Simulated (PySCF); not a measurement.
H2O2, SMILES OO. Geometry: B3LYP-D3(BJ)/def2-TZVP. The geometry has at least one imaginary mode, so it is a saddle point at that level.

TDDFT-PBE/def2-TZVPD in PySCF 2.14.0 puts the lowest singlet excitations at 4.68, 5.35, 6.38, 7.33, 7.54, 8.09 eV.

Task: What are the lowest excitation roots from ADC(2)/aug-cc-pVDZ in PySCF 2.14.0? (An estimate is asked for; the answer gives what the named calculation found.)

Result: 5.13, 5.64, 6.82, 8.80, 9.00, 9.02 eV. S1 differs by 0.45 eV (second minus first; roots are paired by order, and the bases may differ).
